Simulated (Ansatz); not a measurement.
Density of states of CsSnI₃ (Pm-3m, a = 6.283 Å, b = 6.283 Å, c = 6.283 Å, α = 90.00°, β = 90.00°, γ = 90.00°), in states per eV and primitive cell, averaged over bins of 0.3 eV. All numbers below come from Ansatz 0.2.0, DFT PBE, scalar-relativistic, plane waves, PAW.

Plane waves to 420 eV, a k mesh through Γ of 6×6×6 on the computed 5-atom cell and Gaussian smearing (0.02 eV); no spin polarisation.

The cell is relaxed at this level. The states (both spins) are summed by tetrahedra on a 9×9×9 mesh at the self-consistent density. Energies are bin centres; the table starts no lower than −8 eV and ends at 6 eV, or lower where the solved bands end.

The gap is 0.47 eV at this level, with the zero inside it.

```tsv
E − E_F (eV)	total	I 5p	Sn 5p	Sn 5s	Cs 6s
-7.90	1.47	0.42	0.02	0.97	0.00
-7.60	1.94	0.50	0.03	1.30	0.00
-7.30	1.62	0.35	0.03	1.13	0.00
-7.00	0.71	0.12	0.01	0.52	0.00
-6.70	0.26	0.03	0.01	0.21	0.00
-6.40	0.03	0.00	0.00	0.02	0.00
-6.10	0.00	0.00	0.00	0.00	0.00
-5.80	0.00	0.00	0.00	0.00	0.00
-5.50	0.00	0.00	0.00	0.00	0.00
-5.20	0.00	0.00	0.00	0.00	0.00
-4.90	0.00	0.00	0.00	0.00	0.00
-4.60	1.67	1.10	0.55	0.00	0.00
-4.30	4.35	2.89	1.39	0.03	0.00
-4.00	2.49	1.70	0.69	0.05	0.00
-3.70	2.37	1.67	0.54	0.07	0.02
-3.40	5.01	4.03	0.46	0.09	0.31
-3.10	5.48	4.84	0.32	0.03	0.17
-2.80	6.94	6.61	0.18	0.03	0.01
-2.50	9.43	9.11	0.13	0.06	0.02
-2.20	12.61	12.17	0.17	0.11	0.05
-1.90	6.04	5.61	0.13	0.22	0.03
-1.60	1.97	1.37	0.16	0.38	0.01
-1.30	1.05	0.65	0.13	0.24	0.00
-1.00	0.51	0.29	0.07	0.13	0.00
-0.70	0.09	0.04	0.02	0.02	0.00
-0.40	0.00	0.00	0.00	0.00	0.00
-0.10	0.00	0.00	0.00	0.00	0.00
0.20	0.00	0.00	0.00	0.00	0.00
0.50	0.61	0.05	0.49	0.00	0.00
0.80	2.08	0.23	1.58	0.01	0.01
1.10	1.88	0.26	1.39	0.02	0.03
1.40	1.56	0.29	1.09	0.02	0.01
1.70	1.51	0.33	1.00	0.03	0.01
2.00	1.22	0.28	0.76	0.03	0.03
2.30	1.40	0.30	0.72	0.02	0.21
2.60	2.05	0.45	0.95	0.03	0.40
2.90	2.20	0.50	1.00	0.02	0.35
3.20	2.78	0.36	0.58	0.01	0.89
3.50	6.61	0.86	1.30	0.01	1.63
3.80	7.35	0.81	1.28	0.01	0.90
4.10	9.00	0.33	0.54	0.01	0.13
4.40	7.99	0.27	0.43	0.01	0.11
4.70	6.44	0.08	0.08	0.00	0.10
5.00	5.96	0.08	0.05	0.00	0.18
```

The columns after the total are the main Löwdin projections on the occupied valence shells of the potentials; 2 others are left out. The rest of the total lies in those, in shells that are empty in the free atom, which aren't projected, and between the atoms.

Spin-orbit coupling is left out, which matters for the bands of heavy elements.

Symmetry holds off the tilts and polar distortions that many cubic perovskites undergo.

Cost: 1 run of about 1.4 core-minutes, on Oxide Virtual Turin-like Processor (Zen 5) (shared hosts).